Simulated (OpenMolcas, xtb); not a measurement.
# CH5NSi (SMILES C[Si]N): the electronic atomisation energy, rung by rung

CH5NSi: 8 atoms, total charge 0, spin state singlet. SMILES: `C[Si]N`. The coordinates come from a PBE0-D4/def2-TZVP relaxation. This is one conformer, not always the lowest.

```xyz
8

C    -0.6600    0.8247   -0.5521
Si    0.9638    0.6538    0.4277
N     0.9322   -1.0344    0.6907
H    -1.0264   -0.1018   -1.0043
H    -0.5625    1.5834   -1.3341
H    -1.4314    1.1950    0.1359
H     1.6512   -1.5019    1.2201
H     0.2252   -1.6757    0.3603
```

Quantity: the electronic atomisation energy, in eV. The values are calculated. Electronic energies at fixed atoms, without zero-point motion or spin-orbit coupling.

| level | kind | program | value (eV) | CPU time (all runs) |
| --- | --- | --- | --- | --- |
| GFN2-xTB | semi-empirical | xtb | 36.95 | under 2 s |
| HF/def2-SVPD | Hartree–Fock | OpenMolcas | 20.87 | 34 s |
| SVWN5/def2-SVPD | LDA | OpenMolcas | 33.22 | 62 s |
| revPBE/def2-SVPD | GGA | OpenMolcas | 28.66 | 69 s |
| M06-L/def2-SVPD | meta-GGA | OpenMolcas | 29.11 | 1.7 min |
| B3LYP/def2-SVPD | global hybrid | OpenMolcas | 29.15 | 77 s |
| PBE0/def2-SVPD | global hybrid | OpenMolcas | 29.08 | 75 s |

The values span 20.87 to 36.95 eV. The xTB rows lack spin polarisation, so open shells miss the exchange term that lowers them. CPU times are rough (shared hosts, several kinds of processor): they show what a rung costs within a factor of a few.
